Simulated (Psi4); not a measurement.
**MP2/def2-SVPD (density fitting, density fitting for correlation, sweep point 2) run of CH2AlN (SMILES N#[C][AlH2])**

What is the vertical electron affinity of CH2AlN at MP2/def2-SVPD (density fitting, density fitting for correlation, sweep point 2)? 

The results are computed with Psi4 1.11.

### Step 1. The system as given

CH2AlN has 5 atoms, charge 0, and is taken as a singlet. SMILES: `N#[C][AlH2]`. Geometry: relaxed at PBE0-D4/def2-TZVP.

Bond lengths: N1–C2 1.154 Å, C2–Al3 1.938 Å, Al3–H4 1.573 Å, Al3–H5 1.572 Å. Angles: N1–C2–Al3 180.0°, C2–Al3–H4 117.0°, C2–Al3–H5 117.0°, H4–Al3–H5 126.1°.

### Step 2. A single-point energy at MP2/def2-SVPD (density fitting, density fitting for correlation, sweep point 2)

Contents of job.dat:

```
memory 1.6 GB

molecule system {
  0 1
  N      2.61216842    -2.54357136     2.63465616
  C      1.34964240    -1.31902883     1.34510706
  Al    -0.76949648     0.73699319    -0.82127497
  H     -3.07968667    -0.61019257    -2.11687120
  H     -0.01833034     3.59652676    -1.11985170
  units au
  symmetry c1
}

set puream true
set scf_type df
set num_frozen_docc 7

e_tot = energy('mp2/def2-SVPD')
```

Started as:

```console
psi4 -n 1 job.dat job.out
```

job.out:

```text
[...]
  Running in c1 symmetry.
[...]
  Nuclear repulsion =   69.014155664648129
[...]
  Multiplicity = 1
[...]
  Nalpha       = 14
  Nbeta        = 14
[...]
    Number of basis functions: 80
[...]
   @DF-RHF iter   1:  -335.20555476336710   -1.21140e+00   3.17584e-03 ADIIS/DIIS
[...]
   @DF-RHF iter  11:  -335.24746896769568   -5.34328e-12   3.79377e-09 DIIS
[...]
    Orbital Energies [Eh]
    ---------------------
    Doubly Occupied:
       1A    -58.505945     2A    -15.585821     3A    -11.250414
       4A     -4.936647     5A     -3.256126     6A     -3.253138
       7A     -3.252025     8A     -1.205115     9A     -0.693812
      10A     -0.570487    11A     -0.514777    12A     -0.491432
      13A     -0.480136    14A     -0.455722
[...]
  @DF-RHF Final Energy:  -335.24746896769568
   => Energetics <=
    Nuclear Repulsion Energy =             69.0141556646481291
    One-Electron Energy =                -599.6200571232609491
    Two-Electron Energy =                 195.3584324909171528
    Total Energy =                       -335.2474689676956814
[...]
 Multipole Moments:
 ------------------------------------------------------------------------------------
     Multipole            Electronic (a.u.)      Nuclear  (a.u.)        Total (a.u.)
 ------------------------------------------------------------------------------------
 L = 1.  Multiply by 2.5417464519 to convert [e a0] to [Debye]
 Dipole X            :          0.6034339           -1.4258200           -0.8223861
 Dipole Y            :         -0.5852981            1.3831863            0.7978883
 Dipole Z            :          0.6174273           -1.4576532           -0.8402259
 Magnitude           :                                                    1.4208885
[...]
```

It took 2.8 s on 1 thread of Intel Xeon Platinum 8259CL at 2.50GHz (Skylake/Cascade Lake), shared host; peak memory 0.2 GiB.

### Step 3. The doublet anion, same level

Contents of calc.in:

```
memory 1600 mb

molecule molecule1 {
  -1 2
  N      2.61216842    -2.54357136     2.63465616
  C      1.34964240    -1.31902883     1.34510706
  Al    -0.76949648     0.73699319    -0.82127497
  H     -3.07968667    -0.61019257    -2.11687120
  H     -0.01833034     3.59652676    -1.11985170
  units au
  symmetry c1
}

set globals {
  basis           def2-SVPD
  reference       uhf
  puream          true
  scf_type        df
  num_frozen_docc 7
  maxiter         150
}

energy('mp2')
print_variables()
```

Started as:

```console
psi4 -i calc.in -o calc.out -n 1
```

calc.out:

```text
[...]
  Running in c1 symmetry.
[...]
  Nuclear repulsion =   69.014155664648129
[...]
  Multiplicity = 2
[...]
  Nalpha       = 15
  Nbeta        = 14
[...]
    Number of basis functions: 80
[...]
   @DF-UHF iter   1:  -335.13711785312563   -1.14296e+00   4.54440e-03 ADIIS/DIIS
[...]
   @DF-UHF iter  19:  -335.25333910305687   -5.28644e-12   5.56753e-09 DIIS
[...]
   @S^2 Observed:                7.988829783E-01
[...]
    Orbital Energies [Eh]
    ---------------------
    Alpha Occupied:
       1A    -58.243981     2A    -15.384540     3A    -11.058254
       4A     -4.678690     5A     -3.002465     6A     -2.995765
       7A     -2.994815     8A     -1.021274     9A     -0.487556
      10A     -0.384727    11A     -0.315122    12A     -0.300959
      13A     -0.300610    14A     -0.239251    15A     -0.023729
    Alpha Virtual:
      16A      0.186431    17A      0.245245    18A      0.255981
      19A      0.281213    20A      0.290612    21A      0.291466
      22A      0.330180    23A      0.348201    24A      0.383060
      25A      0.393099    26A      0.406413    27A      0.427244
[...]
  @DF-UHF Final Energy:  -335.25333910305687
   => Energetics <=
    Nuclear Repulsion Energy =             69.0141556646481291
    One-Electron Energy =                -605.8029497020046392
    Two-Electron Energy =                 201.5354549342997075
    Total Energy =                       -335.2533391030568168
  UHF NO Occupations:
  HONO-2 :   13  A 1.9937703
  HONO-1 :   14  A 1.9878446
[...]
 Multipole Moments:
 ------------------------------------------------------------------------------------
     Multipole            Electronic (a.u.)      Nuclear  (a.u.)        Total (a.u.)
 ------------------------------------------------------------------------------------
 L = 1.  Multiply by 2.5417464519 to convert [e a0] to [Debye]
 Dipole X            :          1.5505275           -1.4258200            0.1247075
 Dipole Y            :         -1.5039860            1.3831863           -0.1207996
 Dipole Z            :          1.5848384           -1.4576532            0.1271852
 Magnitude           :                                                    0.2152222
[...]
```

Wall time 3.3 s (1 thread of Intel Xeon Platinum 8259CL at 2.50GHz (Skylake/Cascade Lake), shared host); peak memory 0.2 GiB.

### Step 4. What came out

Level: MP2/def2-SVPD (density fitting, density fitting for correlation, sweep point 2), 7 core orbitals frozen.

| quantity | value |
| --- | --- |
| singlet CH2AlN: total energy | -335.60170 Eh |
| singlet CH2AlN: HOMO energy (Hartree–Fock orbitals) | -12.40 eV |
| singlet CH2AlN: LUMO energy (Hartree–Fock orbitals) | 0.30 eV |
| singlet CH2AlN: HOMO–LUMO gap (Hartree–Fock orbitals) | 12.70 eV |
| singlet CH2AlN: correlation energy (7 core orbitals frozen) | -354.2 mEh |
| doublet anion: total energy | -335.61583 Eh |
| doublet anion: HOMO energy (Hartree–Fock orbitals) (highest over α and β) | -0.65 eV |
| doublet anion: LUMO energy (Hartree–Fock orbitals) (lowest over α and β) | 5.07 eV |
| doublet anion: correlation energy (7 core orbitals frozen) | -362.5 mEh |
| doublet anion: ⟨S²⟩ of the reference determinant | 0.799 |
| vertical electron affinity (to the doublet anion) | 0.385 eV |

In words: At fixed nuclei the extra electron is bound by 0.38 eV (8.9 kcal/mol).
